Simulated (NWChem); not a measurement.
System: ethylamine (C₂H₇N); SMILES CCN

Here is an NWChem input.

```
start job
memory heap 200 mb stack 900 mb global 1100 mb
geometry units angstroms noautosym nocenter noautoz
  C      0.257133    -1.234303    -0.036660
  C     -0.550611     0.048855     0.021743
  N      0.315113     1.209036    -0.076842
  H     -0.394639    -2.120851    -0.013795
  H      0.863657    -1.264657    -0.954275
  H      0.946343    -1.308474     0.821174
  H     -1.188702     0.030672     0.932941
  H     -1.249616     0.072622    -0.832095
  H     -0.232305     2.067003    -0.065718
  H      0.930145     1.256355     0.734456
end
basis spherical
  C library 6-31g*
  N library 6-31g*
  H library 6-31g*
end
dft
  xc b3lyp
  iterations 150
end
property
  shielding
end
task dft property
```

Excerpt of the output:

```
             Northwest Computational Chemistry Package (NWChem) 7.3.0
             --------------------------------------------------------

                             Geometry "geometry" -> ""
                             -------------------------

 Output coordinates in angstroms (scale by  1.889725989 to convert to a.u.)

  No.       Tag          Charge          X              Y              Z
 ---- ---------------- ---------- -------------- -------------- --------------
    1 C                    6.0000     0.25713300    -1.23430300    -0.03666000
    2 C                    6.0000    -0.55061100     0.04885500     0.02174300
    3 N                    7.0000     0.31511300     1.20903600    -0.07684200
    4 H                    1.0000    -0.39463900    -2.12085100    -0.01379500
    5 H                    1.0000     0.86365700    -1.26465700    -0.95427500
    6 H                    1.0000     0.94634300    -1.30847400     0.82117400
    7 H                    1.0000    -1.18870200     0.03067200     0.93294100
    8 H                    1.0000    -1.24961600     0.07262200    -0.83209500
    9 H                    1.0000    -0.23230500     2.06700300    -0.06571800
   10 H                    1.0000     0.93014500     1.25635500     0.73445600

 Effective nuclear repulsion energy (a.u.)      82.9992028211

                              NWChem Property Module
                              ----------------------

  itol2e modified to match energy
  convergence criterion.

                                 NWChem DFT Module
                                 -----------------

 Summary of "ao basis" -> "ao basis" (spherical)
 ------------------------------------------------------------------------------
       Tag                 Description            Shells   Functions and Types
 ---------------- ------------------------------  ------  ---------------------
 C                           6-31g*                  6       14   3s2p1d
 N                           6-31g*                  6       14   3s2p1d
 H                           6-31g*                  2        2   2s

  itol2e modified to match energy
  convergence criterion.

            General Information
            -------------------
          SCF calculation type: DFT
          Wavefunction type:  closed shell.
          No. of atoms     :    10
          No. of electrons :    26
           Alpha electrons :    13
            Beta electrons :    13
          Charge           :     0
          Spin multiplicity:     1
          Use of symmetry is: off; symmetry adaption is: off
          Maximum number of iterations: 150
          AO basis - number of functions:    56
                     number of shells:    32
          Convergence on energy requested:  1.00D-07
          Convergence on density requested:  1.00D-05
          Convergence on gradient requested:  5.00D-04

              XC Information
              --------------
                         B3LYP Method XC Potential
                     Hartree-Fock (Exact) Exchange  0.200
                        Slater Exchange Functional  0.800 local
                    Becke 1988 Exchange Functional  0.720 non-local
              Lee-Yang-Parr Correlation Functional  0.810
                  VWN I RPA Correlation Functional  0.190 local

             Grid Information
             ----------------
          Grid used for XC integration:  fine
          Radial quadrature: Mura-Knowles
          Angular quadrature: Lebedev.
          Tag              B.-S. Rad. Rad. Pts. Rad. Cut. Ang. Pts.
          ---              ---------- --------- --------- ---------
          C                   0.70       70          10.0       590
          N                   0.65       70          10.0       590
          H                   0.35       60          11.0       590
          Grid pruning is: on
          Number of quadrature shells:   630
          Spatial weights used:  Erf1

      Superposition of Atomic Density Guess
      -------------------------------------

[...]

          -----------------------------------------
          Chemical Shielding Tensors (GIAO, in ppm)
          -----------------------------------------

                                NWChem CPHF Module
                                ------------------

  scftype          =     RHF
  nclosed          =       13
  nopen            =        0
  variables        =      559
  # of vectors     =        3
  tolerance        = 0.10D-03
  level shift      = 0.00D+00
  max iterations   =       50
  max subspace     =       30

 SCF residual:    3.6676671413853259E-005

Iterative solution of linear equations
  No. of variables      559
  No. of equations        3
  Maximum subspace       30
        Iterations       50
       Convergence  1.0D-04

   iter   nsub   residual    time
   ----  ------  --------  ---------
     1      3    2.27D-01      19.2
     2      6    8.93D-03      21.3
     3      9    5.22D-04      23.5
     4     12    1.65D-05      25.9

      Atom:    1  C
        Diamagnetic
    247.2177     -4.2041      0.0951
     -4.2041    254.8529      0.2157
      0.0951      0.2157    244.0301

        Paramagnetic
    -77.0053     -3.3661     -2.7684
     -3.3661    -70.4672      0.8730
     -2.7684      0.8730    -85.6834

        Total Shielding Tensor
    170.2124     -7.5702     -2.6733
     -7.5702    184.3856      1.0887
     -2.6733      1.0887    158.3467

           isotropic =     170.9816
          anisotropy =      25.2485

          Principal Components and Axis System
                 1           2           3
              187.8139    167.3711    157.7597

      1        -0.4031      0.8874      0.2236
      2         0.9124      0.4085      0.0237
      3         0.0703     -0.2136      0.9744

      Atom:    2  C
        Diamagnetic
    244.4785      1.1247     -1.2332
      1.1247    252.8740     -0.5014
     -1.2332     -0.5014    237.5741

        Paramagnetic
    -91.8313     13.0230     -3.0915
     13.0230    -90.9174      3.3486
     -3.0915      3.3486    -97.5682

        Total Shielding Tensor
    152.6473     14.1478     -4.3247
     14.1478    161.9565      2.8472
     -4.3247      2.8472    140.0059

           isotropic =     151.5366
          anisotropy =      30.9912

          Principal Components and Axis System
                 1           2           3
              172.1973    146.5166    135.8958

      1         0.5873      0.6311      0.5067
      2         0.8093     -0.4636     -0.3606
      3        -0.0073     -0.6219      0.7830

      Atom:    3  N
        Diamagnetic
    316.0689      5.8233      7.3409
      5.8233    327.6764     -0.5177
      7.3409     -0.5177    305.8301

        Paramagnetic
    -89.9101     -7.5846      7.1912
     -7.5846    -85.0616     -8.9697
      7.1912     -8.9697   -102.7478

        Total Shielding Tensor
    226.1588     -1.7613     14.5321
     -1.7613    242.6147     -9.4874
     14.5321     -9.4874    203.0823

           isotropic =     223.9519
          anisotropy =      33.5278

          Principal Components and Axis System
                 1           2           3
              246.3038    230.7745    194.7775

      1        -0.2946      0.8646     -0.4070
      2         0.9079      0.3862      0.1633
      3        -0.2983      0.3214      0.8987

      Atom:    4  H
        Diamagnetic
     28.3537      5.6573     -0.1168
      5.6573     37.1690     -0.1730
     -0.1168     -0.1730     23.9737

        Paramagnetic
      1.4235     -3.1334      0.1955
     -3.1334     -1.3692      0.1114
      0.1955      0.1114      3.5988

        Total Shielding Tensor
     29.7773      2.5239      0.0787
      2.5239     35.7997     -0.0617
      0.0787     -0.0617     27.5725

           isotropic =      31.0498
          anisotropy =       8.5017

          Principal Components and Axis System
                 1           2           3
               36.7177     28.8664     27.5654

      1         0.3417      0.9374     -0.0677
      2         0.9398     -0.3406      0.0282
      3        -0.0034      0.0732      0.9973

      Atom:    5  H
        Diamagnetic
     28.8054     -2.2229     -6.7923
     -2.2229     27.0787      2.0134
     -6.7923      2.0134     32.8760

        Paramagnetic
      1.2154      0.5393      3.5741
      0.5393      2.3368     -0.3698
      3.5741     -0.3698     -0.1395

        Total Shielding Tensor
     30.0209     -1.6837     -3.2182
     -1.6837     29.4155      1.6436
     -3.2182      1.6436     32.7365

           isotropic =      30.7243
          anisotropy =       7.4871

          Principal Components and Axis System
                 1           2           3
               35.7157     28.8079     27.6493

      1        -0.5370     -0.1981      0.8200
      2         0.3444      0.8359      0.4275
      3         0.7701     -0.5120      0.3806

      Atom:    6  H
        Diamagnetic
     30.2924     -2.5966      7.0186
     -2.5966     27.6139     -2.0818
      7.0186     -2.0818     31.7100

        Paramagnetic
      0.7411      0.6695     -3.6807
      0.6695      2.9080      0.7605
     -3.6807      0.7605      0.3504

        Total Shielding Tensor
     31.0335     -1.9270      3.3379
     -1.9270     30.5219     -1.3212
      3.3379     -1.3212     32.0603

           isotropic =      31.2053
          anisotropy =       7.0168

          Principal Components and Axis System
                 1           2           3
               35.8831     29.7623     27.9703

      1         0.6222     -0.0019      0.7829
      2        -0.3908      0.8657      0.3127
      3         0.6783      0.5005     -0.5379

      Atom:    7  H
        Diamagnetic
     30.1348      0.4319     -8.1854
      0.4319     25.5192     -0.3012
     -8.1854     -0.3012     31.5519

        Paramagnetic
     -0.2053      0.8057      3.2443
      0.8057      3.3620      0.3083
      3.2443      0.3083     -3.1903

[...]
```

Level: B3LYP/6-31G* (spherical d), GIAO. The geometry was optimised at PBE0/def2-SVP. The printed shielding anisotropy is the first printed principal value minus the mean of the other two.
